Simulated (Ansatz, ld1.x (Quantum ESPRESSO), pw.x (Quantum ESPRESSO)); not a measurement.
**hafnium: one change to the TM potential, in the atom and in the diamond crystal**

| Quantity | Value |
| --- | --- |
| Element | hafnium (Hf) |
| Generator | ld1.x (Quantum ESPRESSO) 7.5 |
| Type | norm-conserving Troullier–Martins (Kleinman–Bylander form) |
| Functional | LDA (PW92) |
| Relativity | scalar-relativistic |
| Frozen core | [Xe] 4f14 |
| Valence charge | 4 |
| Reference configuration | 5d3 6s1 6p0 |
| Partial waves | 6p (bound, empty): rc 3.95 bohr; 5d (bound): rc 2.65 bohr; 6s (bound): rc 3.15 bohr |
| Local potential | the s channel |
| Core correction | Bessel-smoothed model core inside 1.90 bohr |

Change: wave 6s (bound): rc 3.15 bohr becomes 6s (bound): rc 3.28 bohr.

Cutoffs, loose and tight: the cutoffs (Ry, on a coarse ladder) from which the occupation-weighted sum of valence levels, in a spherical-Bessel basis at the reference potential, stays within 10 and 1 mRy of its value at 400 Ry. They do not see the model core or the augmentation charge, which bear on the density cutoff. Test errors are all-electron minus pseudo excitation energies from the reference, over the configurations 5d2 6s2 6p0; 5d2 6s1 6p0; 5d2 6s0 6p0; 5d2 6s0 6p1; 5d1 6s2 6p0; 5d2.5 6s1.5 6p0; 5d2 6s1 6p1 (two spin-polarised tests are not counted in the largest error); variants that change the core or the reference have their own tests.

Crystal test: diamond Hf in pw.x 7.5, no spin, 8³ k-points, Fermi–Dirac smearing 0.01 Ry, cutoffs set for each file from its atomic test. The reference is all-electron LAPW (Ansatz 0.2.0) with the same functional, mesh and smearing; V0 and B0 come from Birch–Murnaghan fits to the pressures at five volumes. Errors are pseudo minus all-electron; Δ is the rms difference of the E(V) curves that follow from these fits, minima aligned, over ±6 % about the mean V0. Mesh and smearing are coarse, so the numbers serve the comparison and aren't converged zero-temperature values; the lattice is a test structure that the element need not adopt.

All-electron: a0 = 6.237 Å (V0 = 30.33 Å³/atom), B0 = 31.2 GPa.

Q: Does the change bring the crystal closer to the all-electron result?

A: The mean pressure error goes from -0.41 to -0.71 GPa, so the change moves the solid further from the all-electron pressures.

```tsv
quantity	base	changed
outcome (atom)	generated	generated
cutoff, loose (atom)	21 Ry	21 Ry
cutoff, tight (atom)	25 Ry	25 Ry
bound ghosts (atom)	none	none
largest test error (meV) (atom)	-168	-141
cutoffs in pw.x (Ry)	50/200	50/200
a0 (Å)	6.210	6.187
a0 error (%)	-0.43	-0.80
B0 error (%)	-5.6	-8.4
Δ (meV/atom)	2.7	4.9
mean pressure error (GPa)	-0.41	-0.71
```

Base: The largest radius (3.95 bohr) exceeds half the bond length (2.55 bohr), so the spheres overlap, which is one possible source of error among others. Changed file: The largest radius (3.95 bohr) exceeds half the bond length (2.55 bohr), so the spheres overlap, which is one possible source of error among others. This is a poor potential for the solid. The atomic cutoffs weigh occupied waves only.
